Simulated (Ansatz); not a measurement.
**How far each method lies from UCCSDT(Q) for C4H9, doublet**

Geometry: MP2(full)/6-31G*, from the G2/97 set.

```xyz
13

C     0.0000    0.0000    0.1784
C     0.0000    1.4782   -0.0344
C     1.2801   -0.7391   -0.0344
C    -1.2801   -0.7391   -0.0344
H     0.0000    1.7315   -1.1073
H    -0.8870    1.9458    0.4041
H     0.8870    1.9458    0.4041
H     1.4995   -0.8657   -1.1073
H     2.1286   -0.2047    0.4041
H     1.2416   -1.7411    0.4041
H    -1.4995   -0.8657   -1.1073
H    -1.2416   -1.7411    0.4041
H    -2.1286   -0.2047    0.4041
```

Basis 6-31G* (Cartesian d functions); Ansatz 0.2.0. Correlated methods freeze the noble-gas cores, which leaves 25 electrons in 74 orbitals. R marks a restricted (for open shells ROHF) determinant, U an unrestricted one. Active spaces: frontier = (9e, 9o) about the gap.

Full CI isn't at hand for all of this; UCCSDT(Q) serves as the reference, and is uncertain by about the last step of the cluster series. The frozen core follows each run's orbitals, which can shift R against U totals by a few meV.

For open shells CISD is restricted-active-space CI with the open shells as a complete middle space.

```
UHF ⟨S²⟩                          : 0.763
T1 diagnostic (RCCSD)             : 0.0128
largest doubles amplitude (RCCSD) : 0.023
T1 diagnostic (UCCSD)             : 0.0103
```

| level | E − E(UCCSDT(Q)) (kcal/mol) | share of correlation (%) | wall time |
| --- | --- | --- | --- |
| RHF | 364.31 | 0.00 | – |
| UHF | 361.50 | 0.77 | – |
| RMP2 | 45.94 | 87.39 | – |
| UMP2 | 46.14 | 87.34 | – |
| CISD | 59.78 | 83.59 | 1.9 min |
| RCCSD | 10.83 | 97.03 | – |
| UCCSD | 10.78 | 97.04 | – |
| RCCSD(T) | 1.13 | 99.69 | 9.6 s |
| UCCSD(T) | 1.13 | 99.69 | 9.5 s |
| BCCD(T) | 1.08 | 99.70 | 2.5 s (H100) |
| RCCSDT | 0.40 | 99.89 | – |
| UCCSDT | 0.38 | 99.89 | – |
| RCCSDT(Q) | 0.03 | 99.99 | 55 s (H100) |
| CASSCF (frontier space) | 320.04 | 12.15 | – |
| NEVPT2 (frontier space) | 47.38 | 86.99 | 6.5 s (H100) |
| MRCISD (frontier space) | 47.51 | 86.96 | – |
| MRCISD+Q (frontier space) | 9.02 | 97.52 | 7.5 s (H100) |
| MRCISD+Q(relaxed) (frontier space) | 8.61 | 97.64 | 7.5 s (H100) |

The correlation energy at UCCSDT(Q), counted from RHF, is -15.798 eV. That run took 42 s on 5 threads of AMD EPYC 7R13 with a whole H100 80 GB, shared host.

Times hold each run's SCF and search for its determinant on a shared host, so for small cases they say little of a method's own cost; rows without a card ran on 1 thread of AMD EPYC 7R13.

Atomization energy (electronic, same basis, no zero-point term; atoms at the same level, unrestricted beside the R rows where the molecule is a closed shell, with restricted open-shell steps beyond CCSDT(Q)) at UCCSDT(Q): 4605.7 kJ/mol. Errors of other levels:

```tsv
level	error (kJ/mol)
RHF	-727.1
UHF	-754.5
RMP2	20.7
UMP2	17.7
CISD	-232.7
RCCSD	-31.4
UCCSD	-32.2
RCCSD(T)	-1.0
UCCSD(T)	-1.6
BCCD(T)	-0.7
RCCSDT	-0.9
UCCSDT	-1.4
RCCSDT(Q)	0.5
```

This basis is far from its limit, so the value isn't to be set against a measured one. Truncated CI isn't size-consistent, which counts against it in atomization.
